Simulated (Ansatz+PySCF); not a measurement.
# doublet CH₃S: levels of theory in one basis

```json
{"atom": "H", "x (Å)": "1.6666", "y (Å)": "-0.9113", "z (Å)": "0.0010"}
{"atom": "C", "x (Å)": "1.1273", "y (Å)": "0.0229", "z (Å)": "-0.0313"}
{"atom": "S", "x (Å)": "-0.5551", "y (Å)": "-0.0872", "z (Å)": "0.0084"}
{"atom": "H", "x (Å)": "-0.8306", "y (Å)": "1.2292", "z (Å)": "-0.0925"}
{"atom": "H", "x (Å)": "1.6305", "y (Å)": "0.9623", "z (Å)": "0.1363"}
```

Basis set: cc-pVTZ on H, C; cc-pV(T+d)Z on S (spherical functions). Left uncorrelated: 6 orbitals. Correlation on ROHF uses semicanonical orbitals with singles. Charge 0, multiplicity 2.

Computed with Ansatz (development build ahead of 0.2.0) and PySCF 2.14.0; each method stands on the lowest determinant of its kind that the runs found.

```json
{"method": "ROHF", "E − E(ROHF) (eV)": "0.00", "<S²> of the determinant": "0.75"}
{"method": "UHF", "E − E(ROHF) (eV)": "-0.17", "<S²> of the determinant": "0.77"}
{"method": "ROHF-MP2", "E − E(ROHF) (eV)": "-9.15", "<S²> of the determinant": "–"}
{"method": "UHF-MP2", "E − E(ROHF) (eV)": "-9.12", "<S²> of the determinant": "0.77"}
```

Problem. What does ROHF-CCSD(T) give on the same scale?

Solution. -10.47 eV.
